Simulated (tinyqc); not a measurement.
UKS/PBE0 in the sto-6g basis, for H2O, spin multiplicity 3, step by step. One step of it, computed by the program tinyqc.

Question. Iteration 2: diagonalisation and new density. Diagonalise F' = X^T F X, C = X C', fill 6 alpha and 4 beta electrons from the bottom; D(s) = C_occ C_occ^T. Each column has its largest component positive (the first on a tie).

F(alpha) (hartree):
```
             1O 1s      1O 2s     1O 2px     1O 2py     1O 2pz      2H 1s      3H 1s
1O 1s   -19.350063  -4.720138   0.000000   0.000000  -0.010067  -1.100263  -1.100263
1O 2s    -4.720138  -2.151781   0.000000   0.000000  -0.114907  -0.841738  -0.841738
1O 2px    0.000000   0.000000  -0.399449   0.000000   0.000000   0.000000   0.000000
1O 2py    0.000000   0.000000   0.000000  -0.390102   0.000000  -0.299526   0.299526
1O 2pz   -0.010067  -0.114907   0.000000   0.000000  -0.381145  -0.243258  -0.243258
2H 1s    -1.100263  -0.841738   0.000000  -0.299526  -0.243258  -0.487757  -0.326241
3H 1s    -1.100263  -0.841738   0.000000   0.299526  -0.243258  -0.326241  -0.487757
```

F(beta) (hartree):
```
             1O 1s      1O 2s     1O 2px     1O 2py     1O 2pz      2H 1s      3H 1s
1O 1s   -19.309918  -4.696914   0.000000   0.000000  -0.006131  -1.094532  -1.094532
1O 2s    -4.696914  -2.024376   0.000000   0.000000  -0.073117  -0.803799  -0.803799
1O 2px    0.000000   0.000000  -0.054700   0.000000   0.000000   0.000000   0.000000
1O 2py    0.000000   0.000000   0.000000  -0.347901   0.000000  -0.282611   0.282611
1O 2pz   -0.006131  -0.073117   0.000000   0.000000  -0.291892  -0.232493  -0.232493
2H 1s    -1.094532  -0.803799   0.000000  -0.282611  -0.232493  -0.382986  -0.297430
3H 1s    -1.094532  -0.803799   0.000000   0.282611  -0.232493  -0.297430  -0.382986
```

X:
```
                1          2          3         4          5          6         7
1O 1s   -0.295436   0.000000   0.760421  0.000000  -0.614217   0.000000  0.152724
1O 2s    1.175356   0.000000  -0.292763  0.000000  -0.292574   0.000000  0.425834
1O 2px   0.000000   0.000000   0.000000  1.000000   0.000000   0.000000  0.000000
1O 2py   0.000000   0.931626   0.000000  0.000000   0.000000   0.686763  0.000000
1O 2pz   0.531187   0.000000   0.643123  0.000000   0.652069   0.000000  0.192089
2H 1s   -0.741937  -0.860353  -0.153071  0.000000   0.123969   0.371828  0.375653
3H 1s   -0.741937   0.860353  -0.153071  0.000000   0.123969  -0.371828  0.375653
```

Give: F' = X^T F X; orbital energies; coefficients C; F' = X^T F X; orbital energies; coefficients C; D(alpha) after iteration 2; D(beta) after iteration 2.

Answer.

F' = X^T F X (alpha) (hartree):
```
        1      2       3       4       5       6       7
1  -0.173  0.000   1.425   0.000  -1.149   0.000   0.160
2   0.000  0.383   0.000   0.000   0.000   0.000   0.000
3   1.425  0.000  -8.977   0.000   8.550   0.000  -3.663
4   0.000  0.000   0.000  -0.399   0.000   0.000   0.000
5  -1.149  0.000   8.550   0.000  -8.937   0.000   3.811
6   0.000  0.000   0.000   0.000   0.000  -0.535   0.000
7   0.160  0.000  -3.663   0.000   3.811   0.000  -2.580
```

orbital energies (alpha) (hartree): MO1 -19.354, MO2 -1.093, MO3 -0.535, MO4 -0.402, MO5 -0.399, MO6 0.182, MO7 0.383

coefficients C (alpha):
```
           MO1     MO2     MO3     MO4    MO5     MO6     MO7
1O 1s    0.996  -0.233   0.000   0.080  0.000  -0.115   0.000
1O 2s    0.019   0.905   0.000  -0.431  0.000   0.854   0.000
1O 2px   0.000   0.000   0.000   0.000  1.000   0.000   0.000
1O 2py   0.000   0.000   0.687   0.000  0.000   0.000   0.932
1O 2pz   0.003   0.140   0.000   0.839  0.000   0.659   0.000
2H 1s   -0.005   0.101   0.372   0.221  0.000  -0.819  -0.860
3H 1s   -0.005   0.101  -0.372   0.221  0.000  -0.819   0.860
```

F' = X^T F X (beta) (hartree):
```
        1       2       3       4       5       6       7
1   0.070   0.000   1.467   0.000  -1.147   0.000   0.185
2   0.000   0.477   0.000   0.000   0.000  -0.030   0.000
3   1.467   0.000  -8.922   0.000   8.560   0.000  -3.668
4   0.000   0.000   0.000  -0.055   0.000   0.000   0.000
5  -1.147   0.000   8.560   0.000  -8.884   0.000   3.816
6   0.000  -0.030   0.000   0.000   0.000  -0.476   0.000
7   0.185   0.000  -3.668   0.000   3.816   0.000  -2.476
```

orbital energies (beta) (hartree): MO1 -19.314, MO2 -0.970, MO3 -0.477, MO4 -0.339, MO5 -0.055, MO6 0.411, MO7 0.478

coefficients C (beta):
```
           MO1     MO2     MO3     MO4    MO5     MO6     MO7
1O 1s    0.996  -0.229   0.000   0.076  0.000  -0.124   0.000
1O 2s    0.017   0.876   0.000  -0.418  0.000   0.890   0.000
1O 2px   0.000   0.000   0.000   0.000  1.000   0.000   0.000
1O 2py   0.000   0.000   0.715   0.000  0.000   0.000   0.910
1O 2pz   0.002   0.095   0.000   0.839  0.000   0.668   0.000
2H 1s   -0.004   0.132   0.345   0.228  0.000  -0.813  -0.871
3H 1s   -0.004   0.132  -0.345   0.228  0.000  -0.813   0.871
```

D(alpha) after iteration 2:
```
         1O 1s   1O 2s  1O 2px  1O 2py  1O 2pz   2H 1s   3H 1s
1O 1s    1.066  -0.325   0.000   0.000  -0.039   0.084   0.084
1O 2s   -0.325   1.734   0.000   0.000   0.327  -0.704  -0.704
1O 2px   0.000   0.000   1.000   0.000   0.000   0.000   0.000
1O 2py   0.000   0.000   0.000   0.471   0.000   0.255  -0.255
1O 2pz  -0.039   0.327   0.000   0.000   1.158  -0.340  -0.340
2H 1s    0.084  -0.704   0.000   0.255  -0.340   0.869   0.592
3H 1s    0.084  -0.704   0.000  -0.255  -0.340   0.592   0.869
```

D(beta) after iteration 2:
```
         1O 1s   1O 2s  1O 2px  1O 2py  1O 2pz   2H 1s   3H 1s
1O 1s    1.051  -0.214   0.000   0.000   0.044  -0.017  -0.017
1O 2s   -0.214   0.942   0.000   0.000  -0.267   0.020   0.020
1O 2px   0.000   0.000   0.000   0.000   0.000   0.000   0.000
1O 2py   0.000   0.000   0.000   0.512   0.000   0.247  -0.247
1O 2pz   0.044  -0.267   0.000   0.000   0.712   0.203   0.203
2H 1s   -0.017   0.020   0.000   0.247   0.203   0.188  -0.050
3H 1s   -0.017   0.020   0.000  -0.247   0.203  -0.050   0.188
```
